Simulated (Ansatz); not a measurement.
A run of Ansatz (development build ahead of 0.2.0) on doublet N2(+) at this shape:

| atom | x (Å) | y (Å) | z (Å) |
| --- | --- | --- | --- |
| N | 0.0000 | 0.0000 | 0.0000 |
| N | 0.0000 | 0.0000 | 1.4100 |

Its results:

```
Converged                       : yes
Reference energy                : -108.24549 hartree
Correlation energy              : -0.17273 hartree
Total energy                    : -108.41822 hartree
Spin squared of the determinant : 2.362
Stability test                  : minimum
```

Forces (eV/Å):
```csv
atom,Fx,Fy,Fz
N1,0.000,0.000,8.231
N2,0.000,0.000,-8.231
```

Q: Which input gives this output? Name the method, the orbitals and the basis set, and write the input.

A: UHF-MP2 in def2-SVP.

```yaml
crystal:
  periodic: [false, false, false]
  atoms:
    - { symbol: "N", position_ang: [0.0, 0.0, 0.0] }
    - { symbol: "N", position_ang: [0.0, 0.0, 1.41] }
basis:
  gaussian: { orbitals: def2-SVP }
total_charge: 1
magnetization:
  spin_polarized: true
  initial_magnetization: 1
hamiltonian:
  xc: hf
correlation:
  method: mp2
  frozen_orbitals: { "N": 1 }
output:
  forces: true
```

Caution: bonds are stretched, where a single reference can fail; the unrestricted determinant is a mixture of spin states; forces differ strongly between restricted and unrestricted references; MP2 on this radical cation hangs on the determinant chosen.
